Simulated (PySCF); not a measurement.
# Oxygen: a sound run and one with changed settings

Sound run: O [He] 2s2 2p4, O+ [He] 2s2 2p3. All numbers are calculated (PySCF 2.14, scalar relativity by spin-free X2C-1e, in aug-cc-pVDZ-DK (4s3p2d, 23 functions)). The sound run starts from symmetry-adapted Hartree-Fock orbitals and uses a fine grid where one is needed.

Changed run: radial step 0.3 in ln r (0.13 in the sound run). This setting is unsound on purpose.

| species | method | sound run (hartree) | changed run (hartree) | converged |
| --- | --- | --- | --- | --- |
| O | UHF | -74.84860 | -74.84860 | yes |
| O | MN15 | -75.07117 | -75.07096 | yes |
| O | r2SCAN | -75.09193 | -75.09295 | yes |
| O+ | UHF | -74.40588 | -74.40588 | yes |
| O+ | MN15 | -74.56104 | -74.56060 | yes |
| O+ | r2SCAN | -74.58808 | -74.58550 | yes |

Ionisation energy of O:

```tsv
method	sound run (eV)	changed run (eV)
UHF	12.047	12.047
MN15	13.881	13.888
r2SCAN	13.711	13.808
```

A coarse radial grid mis-integrates the density and the exchange-correlation energy, with errors of either sign; Hartree-Fock needs no grid.

For comparison, NIST gives 13.618 eV between the lowest levels.
